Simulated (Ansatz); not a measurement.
The input, for Ansatz 0.2.0:

```yaml
crystal:
  periodic: [false, false, false]
  atoms:
    - {symbol: Ge, position_ang: [0.000000, 0.000000, 1.767500]}
    - {symbol: C, position_ang: [0.000000, 0.000000, 0.000000]}
    - {symbol: Ge, position_ang: [0.000000, 0.000000, -1.767500]}
basis:
  gaussian: {orbitals: cc-pVTZ}
magnetization: {spin_polarized: true, initial_magnetization: 2}
correlation: {method: ccsdt_q, electrons: outside_noble_gas}
```

```sh
$ ansatz run in.yaml --threads 2 --pin off --events-out ev --progress --plain --max-ram 24576MiB --backend cuda --devices 0, --max-vram 18GiB
```

Output:

```
1307 factors; integrals over basis functions are off by at most 1.4e-7 eV
mean field evaluation 1: about -113971.8019 eV, gradient 2.3e1 eV
mean field evaluation 2: about -113971.8989 eV, gradient 2.3e1 eV
mean field evaluation 4: about -113975.0544 eV, gradient 2.9e0 eV
mean field evaluation 8: about -113975.4254 eV, gradient 4.8e-1 eV
mean field evaluation 16: about -113975.4410 eV, gradient 1.0e-1 eV
mean field evaluation 32: about -113975.4420 eV, gradient 1.0e-5 eV
mean field evaluation 64: about -113976.4734 eV, gradient 9.8e-2 eV
mean field evaluation 96: about -113975.4372 eV, gradient 2.5e-1 eV
mean field evaluation 128: about -113975.4420 eV, gradient 4.2e-6 eV
mean field evaluation 160: about -113976.4122 eV, gradient 1.3e-4 eV
...
cycle  19  -8.91335814 eV  change    6.0e-6 eV  update   3.0e-5
cycle  20  -8.91337550 eV  change   -1.7e-5 eV  update   1.9e-5
cycle  21  -8.91338481 eV  change   -9.3e-6 eV  update   1.2e-5
cycle  22  -8.91337881 eV  change    6.0e-6 eV  update   8.5e-6
cycle  23  -8.91337692 eV  change    1.9e-6 eV  update   7.3e-6
cycle  24  -8.91338103 eV  change   -4.1e-6 eV  update   5.9e-6
cycle  25  -8.91339100 eV  change   -1.0e-5 eV  update   5.1e-6
cycle  26  -8.91340087 eV  change   -9.9e-6 eV  update   3.4e-6
cycle  27  -8.91340485 eV  change   -4.0e-6 eV  update   2.0e-6
cycle  28  -8.91340446 eV  change    3.9e-7 eV  update   1.1e-6
perturbative correction -0.06332073 eV, -0.0023269940 hartree
Total energy: -113985.45714000 eV, -4188.8882877771 hartree
```

Ran on 2 threads of AMD EPYC 7R13 with a shared H100 80 GB, shared host: 2 min wall, 1.1 GiB peak host memory.
